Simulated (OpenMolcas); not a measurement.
# SiH4O (SMILES O[SiH3]) at 6 levels

Aim: a comparison of 6 runs (HF/3-21G, B3LYP/6-31G*, M06-2X/cc-pVTZ, PBE0/cc-pVTZ, SVWN5/cc-pVTZ, revPBE/cc-pVTZ) of SiH4O. 

The calculation is run with OpenMolcas 26.06.

## 1. The structure to begin with

SiH4O has 6 atoms, charge 0, and is taken as a singlet. SMILES: `O[SiH3]`. The shape is that of a PBE0-D4/def2-TZVP optimisation.

Bond lengths: O1–Si2 1.648 Å, O1–H3 0.957 Å, Si2–H4 1.489 Å, Si2–H5 1.481 Å, Si2–H6 1.489 Å. Angles: O1–Si2–H4 111.7°, O1–Si2–H5 105.9°, O1–Si2–H6 111.7°, Si2–O1–H3 117.9°, H4–Si2–H5 109.9°, H4–Si2–H6 107.9°, H5–Si2–H6 109.9°.

## 2. Energy and gradient at HF/3-21G (run 1)

run.input

```
* H4OSi Hartree-Fock

&GATEWAY
  BASLIB = $CurrDir
  COORD
  6
  angstrom
  O        0.636700      -1.030300       0.419000
  Si      -0.035700       0.346500      -0.187000
  H        0.069100      -1.629200       0.904700
  H       -1.128300       0.045700      -1.152800
  H        1.060500       1.064900      -0.875600
  H       -0.602300       1.202400       0.891700
  BASIS = 3-21G
  GROUP = NoSym

&SEWARD

&SCF
  THRESHOLDS = 1e-10 1e-07 1e-07 1e-05
  PRORBITALS = 1 2

&ALASKA
```

The basis set 3-21G is read from a file made from the Basis Set Exchange's data (not shown).

Command:

```console
$ export MOLCAS_MEM=1860
$ pymolcas run.input > run.log
```

Output:

```text
--- Start Module: gateway ---
[...]
--- Stop Module: gateway /rc=_RC_ALL_IS_WELL_ ---
[...]
      Basis functions           30
[...]
--- Start Module: scf ---
[...]
       Convergence after  11 Iterations
[...]
::    Total SCF energy                               -364.1782766155
[...]
      Total spin, S                                     0.0000000000
[...]
      Total electronic charge=   26.000000
      Total            charge=   -0.000000
[...]
      Dipole Moment (debye):
      Origin of the operator (angstrom)=    0.1787   -0.1270    0.0258
                   X= -1.7274E+00               Y= -2.1093E-01               Z=  5.6553E-01           Total=  1.8298E+00
      Quadrupole Moment (debye*angstrom):
[...]
--- Stop Module: scf /rc=_RC_ALL_IS_WELL_ ---
--- Start Module: alaska ---
[...]
 *              Molecular gradients               *
 **************************************************
  Irreducible representation: a
 ------------------------------------------------------------------------------------------
                              X                       Y                       Z
 ------------------------------------------------------------------------------------------
  O1               -2.71285881187211E-03    1.74754536365658E-02   -9.19924228362756E-03
  SI2               2.88098500451017E-03   -2.46891836418310E-02    1.32274450260867E-02
  H3               -3.68507313801159E-03    1.10371092810553E-02   -5.29550078909713E-03
  H4                2.83671117054407E-04   -1.39067119214581E-03    1.67091431610089E-04
  H5                2.75815029861448E-03   -1.49543275228892E-03    1.31590263321435E-04
  H6                4.75125529710185E-04   -9.37275331359011E-04    9.68616351707308E-04
 ------------------------------------------------------------------------------------------
--- Stop Module: alaska /rc=_RC_ALL_IS_WELL_ ---
[...]
```

Run time: 2.5 s. Hardware: 1 thread of AMD EPYC 7R43 (Zen 3), shared host; peak memory 0.37 GiB.

## 3. Energy and gradient at B3LYP/6-31G(d) (Cartesian functions) (run 2)

coord.xyz

```xyz
6

O      0.636700    -1.030300     0.419000
Si    -0.035700     0.346500    -0.187000
H      0.069100    -1.629200     0.904700
H     -1.128300     0.045700    -1.152800
H      1.060500     1.064900    -0.875600
H     -0.602300     1.202400     0.891700
```

mol.input

```
>>> EXPORT MOLCAS_PRINT=2

&GATEWAY
 BasLib = $CurrDir
 Coord = coord.xyz
 Basis = 6-31Gs
 Group = NoSym

&SEWARD
 GridInput
 Grid=UltraFine
 End of Grid

&SCF
 KSDFT = B3LYP
 Thresholds = 1e-10 1e-07 1e-07 1e-05
 PrOrbitals = 1 2

&ALASKA
```

The basis set 6-31G* is read from a file made from the Basis Set Exchange's data (not shown).

Command:

```console
$ export MOLCAS_MEM=1860
$ pymolcas mol.input > mol.log
```

Output:

```text
--- Start Module: gateway ---
[...]
--- Stop Module: gateway /rc=_RC_ALL_IS_WELL_ ---
[...]
      Basis functions           42
[...]
--- Start Module: scf ---
[...]
       Convergence after  12 Iterations
[...]
::    Total KS-DFT energy                            -367.1425233324
[...]
      Total spin, S                                     0.0000000000
[...]
      Total electronic charge=   26.000000
      Total            charge=   -0.000000
[...]
      Dipole Moment (debye):
      Origin of the operator (angstrom)=    0.1787   -0.1270    0.0258
                   X= -1.2633E+00               Y= -4.4380E-01               Z=  5.7752E-01           Total=  1.4582E+00
      Quadrupole Moment (debye*angstrom):
[...]
--- Stop Module: scf /rc=_RC_ALL_IS_WELL_ ---
[...]
--- Start Module: alaska ---
[...]
 *              Molecular gradients               *
 **************************************************
  Irreducible representation: a
 ------------------------------------------------------------------------------------------
                              X                       Y                       Z
 ------------------------------------------------------------------------------------------
  O1               -1.07605025383215E-02    4.06985806814220E-03    4.70477758377275E-04
  SI2               3.47648743849049E-03   -5.86131396438816E-03    2.40901605444366E-03
  H3                5.36339395311103E-03    5.12996262189613E-03   -4.28769758199143E-03
  H4                9.93339359794732E-04   -1.09424943611613E-03    1.00671815773845E-03
  H5                1.82557885874512E-04   -6.33269148508475E-04    3.08535205413740E-04
  H6                7.44723901040745E-04   -1.61098814096983E-03    9.29504060169783E-05
 ------------------------------------------------------------------------------------------
--- Stop Module: alaska /rc=_RC_ALL_IS_WELL_ ---
[...]
```

Run time: 12 s. Hardware: 1 thread of AMD EPYC 7R43 (Zen 3), shared host; peak memory 0.37 GiB.

Runs 3 to 5 aren't shown in full; the table further down has their settings and results.

## 4. Energy and gradient at revPBE/cc-pVTZ (run 6)

calc.inp

```
&GATEWAY
BasLib
$CurrDir
BasisSet
O.cc-pVTZ....
O1 0.636700 -1.030300 0.419000 angstrom
End of Basis
BasisSet
Si.cc-pVTZ....
Si2 -0.035700 0.346500 -0.187000 angstrom
End of Basis
BasisSet
H.cc-pVTZ....
H3 0.069100 -1.629200 0.904700 angstrom
H4 -1.128300 0.045700 -1.152800 angstrom
H5 1.060500 1.064900 -0.875600 angstrom
H6 -0.602300 1.202400 0.891700 angstrom
End of Basis
&SEWARD
GridInput
Grid=UltraFine
End of Grid
&SCF
KSDFT
revPBE
Thresholds
1e-10 1e-07 1e-07 1e-05
PrOrbitals
1 1
&ALASKA
```

The basis set cc-pVTZ is read from a file made from the Basis Set Exchange's data (not shown).

Command:

```console
$ export MOLCAS_MEM=1860
$ pymolcas calc.inp > calc.log
```

Output:

```text
--- Start Module: gateway ---
[...]
--- Stop Module: gateway /rc=_RC_ALL_IS_WELL_ ---
[...]
      Basis functions          120
[...]
--- Start Module: scf ---
[...]
       Convergence after  13 Iterations
[...]
::    Total KS-DFT energy                            -367.1028026953
[...]
      Total spin, S                                     0.0000000000
[...]
      Total electronic charge=   26.000000
      Total            charge=   -0.000000
[...]
      Dipole Moment (debye):
      Origin of the operator (angstrom)=    0.1787   -0.1270    0.0258
                   X= -9.6525E-01               Y= -5.5503E-01               Z=  5.6357E-01           Total=  1.2479E+00
      Quadrupole Moment (debye*angstrom):
[...]
--- Stop Module: scf /rc=_RC_ALL_IS_WELL_ ---
[...]
--- Start Module: alaska ---
[...]
 *              Molecular gradients               *
 **************************************************
  Irreducible representation: a
 ------------------------------------------------------------------------------------------
                              X                       Y                       Z
 ------------------------------------------------------------------------------------------
  O1               -1.40437509341851E-02    9.63986001163697E-03   -1.83451721241923E-03
  SI2               6.27980207490975E-03   -9.38499277281579E-03    3.67956801972280E-03
  H3                5.57887929111400E-03    5.46932548747137E-03   -4.53564980883270E-03
  H4                3.85447112138682E-03    2.89332416276267E-04    3.69412884292730E-03
  H5               -3.71430322176014E-03   -2.35184884206419E-03    2.28375218946275E-03
  H6                2.04490166853688E-03   -3.66167630043979E-03   -3.28728203089179E-03
 ------------------------------------------------------------------------------------------
--- Stop Module: alaska /rc=_RC_ALL_IS_WELL_ ---
[...]
```

Wall time 60 s (1 thread of AMD EPYC 7R43 (Zen 3), shared host); peak memory 0.76 GiB.

## 5. Overview of the runs

```tsv
run	level	Cartesian functions	integration grid	energy (Eh)	dipole moment (D)	HOMO energy (eV)	LUMO energy (eV)	wall time
1	HF/3-21G	no	–	-364.178277	1.83	-12.11	4.28	2.5 s
2	B3LYP/6-31G* (Cartesian functions)	yes	UltraFine	-367.142523	1.46	-8.21	0.24	12 s
3	M06-2X/cc-pVTZ	no	UltraFine	-367.140146	1.32	-10.12	1.03	60 s
4	PBE0/cc-pVTZ	no	UltraFine	-366.984474	1.29	-8.68	0.23	59 s
5	SVWN5/cc-pVTZ	no	UltraFine	-365.458842	1.28	-7.23	-0.89	64 s
6	revPBE/cc-pVTZ	no	UltraFine	-367.102803	1.25	-7.11	-0.57	60 s
```

## 6. Results

```
                       quantity          value
            run 6: total energy  -367.10280 Eh
           run 6: dipole moment         1.25 D
             run 6: HOMO energy       -7.11 eV
             run 6: LUMO energy       -0.57 eV
           run 6: HOMO–LUMO gap        6.54 eV
run 6: largest force on an atom     0.881 eV/Å
```

In words: The dipole moment (its size) runs from 1.25 D (revPBE/cc-pVTZ) to 1.83 D (HF/3-21G). The two ends differ in method and basis. The HOMO–LUMO gap runs from 6.34 eV (SVWN5/cc-pVTZ) to 16.40 eV (HF/3-21G). Totals of different functionals can't be ranked against each other. All runs together took 4.3 min, the longest 64 s.
